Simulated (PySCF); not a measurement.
# Bond length, frequency and bond energy of Cl₂ by level of theory

State: ¹Σg⁺ (singlet), closed shell. Set-up: Cl cc-pV(D+d)Z; no relativity (PySCF 2.14). De refers to Cl + Cl in their high-spin ground configurations, without counterpoise correction.

| Level | Re (Å) | ωe (cm⁻¹) | De (eV) |
| --- | --- | --- | --- |
| RHF | 1.991 | 595 | 0.60 |
| RHF-MP2 | 2.012 | 552 | 2.00 |
| RHF-SCS-MP2 | 2.023 | 538 | 1.90 |
| RHF-CCSD | 2.026 | 531 | 1.77 |
| RHF-CCSD(T) | 2.035 | 513 | 1.89 |
| PBE | 2.023 | 523 | 2.68 |
| revPBE | 2.031 | 514 | 2.45 |
| r²SCAN | 2.013 | 535 | 2.42 |
| TPSSh | 2.016 | 533 | 2.38 |
| B3LYP | 2.028 | 527 | 2.26 |
| PBE0 | 1.997 | 561 | 2.38 |
| ωB97X | 1.988 | 588 | 2.30 |

Task: Which functional lies closest to RHF-CCSD(T) in De, which farthest, and by how much do they differ from it?

Result: Closest is B3LYP (-0.7 pm in Re, +2.7 % in ωe, +0.37 eV in De against RHF-CCSD(T) in the same basis), farthest PBE (-1.2 pm in Re, +1.9 % in ωe, +0.79 eV in De). CCSD(T) converges more slowly with the basis than the functionals do and binds too weakly in this one, so the order can change at the basis-set limit.

Task: What does a quarter of exact exchange do here, going from PBE to PBE0?

Result: PBE0 less PBE: -2.6 pm in Re, +7.3 % in ωe, -0.30 eV in De. Exact exchange removes part of the self-interaction that spreads semilocal densities, and in most molecules shortens and stiffens the bond and lowers De; so it does here.

Task: What does the step from GGA to meta-GGA do here, going from PBE to r²SCAN?

Result: r²SCAN less PBE: -1.0 pm in Re, +2.3 % in ωe, -0.26 eV in De. 

Measured (Huber and Herzberg, Constants of Diatomic Molecules (1979)): Re = 1.9879 Å, ωe = 559.72 cm⁻¹.

Correlated steps freeze 10 core orbitals. Correlated levels converge slowly with the basis: in double zeta they bind strong bonds too weakly, by up to about 1 eV, and carry superposition errors of some tenths. Where the molecule has an RHF reference, its open-shell atoms are computed with UHF.
